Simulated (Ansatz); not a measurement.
Ansatz (a first-principles code) input (HF/3-21G): The .json file is the Basis Set Exchange's 3-21G.

Ansatz 0.2 input:
```yaml
crystal:
  periodic: [false, false, false]
  atoms:
    - {symbol: N, position_ang: [-0.00000000, -0.00000000, -1.20500663]}
    - {symbol: N, position_ang: [-0.00000000, -0.00000000, -0.06983899]}
    - {symbol: O, position_ang: [0.00000000, 0.00000000, 1.11548992]}
basis:
  gaussian:
    orbitals: 3-21G.json
hamiltonian:
  xc: {name: HF}
total_charge: 1
magnetization: {spin_polarized: true, initial_magnetization: 1}
relax: {f_tol: 0.003, max_steps: 120}
```

Task: What final total energy does it give?

Result: -182.22253 Eh.

The determinant is spin-contaminated: <S^2> is 0.91 against 0.75 for a pure state.
